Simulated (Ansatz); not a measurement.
# MgBH (triplet): wave-function methods side by side, def2-TZVPP

One table from this session's results is given with a row withheld; the runs are named, their logs left out.

The runs use Ansatz 0.2.0, Gaussian basis; def2-TZVPP, core rule «outside noble gas», up to 6 orbitals frozen.

The runs, in order: UHF; ROHF; CCSD(T) on UHF.

2 further runs of the same task are left out: 2 set aside as unsound or not needed.

## The system

The geometry is a PBE0/def2-TZVP stationary point (not a proven minimum).

3 atoms, charge 0, spin multiplicity 3.

Atoms are counted from 1 here; the program's logs count them from 0.

Bond lengths: B1–Mg2 2.234 Å, B1–H3 1.198 Å. Angles: Mg2–B1–H3 180.0°.

The first run:

Contents of in.yaml:

```yaml
crystal:
  periodic: [false, false, false]
  atoms:
    - {symbol: B, position_ang: [0.000000, 0.000000, 0.345046]}
    - {symbol: Mg, position_ang: [0.000000, 0.000000, -1.888530]}
    - {symbol: H, position_ang: [0.000000, 0.000000, 1.543484]}
basis:
  gaussian: {orbitals: def2-TZVPP}
magnetization: {spin_polarized: true, initial_magnetization: 2}
hamiltonian: {xc: hf}
output: {orbitals: {seedname: orbitals}}
```

On the command line:

```sh
ansatz run in.yaml --threads 1 --pin off --events-out ev --progress --plain --max-ram 4096MiB --backend cpu
```

Among the steps run: UHF; ROHF; CCSD(T) on UHF.

One of the session's tables, all rows but one given; the rest of the session is left out.

It belongs to the step «Misses and costs». 

```
  method  from UCCSD(T) (kcal/mol)
    ROHF                    +75.10
     UHF                         ?
    UMP2                    +16.47
   UCCSD                     +2.30
UCCSD(T)                         0
```

Estimate the missing values for UHF.

The run gave: from UCCSD(T) (kcal/mol): +72.56. In the column «from UCCSD(T) (kcal/mol)» it lies between UMP2 (+16.47) and ROHF (+75.10).

With the free atoms at the same levels and basis (separate runs), the atomisation energy is 4.023 eV at UCCSD(T), 3.548 eV at ROHF.
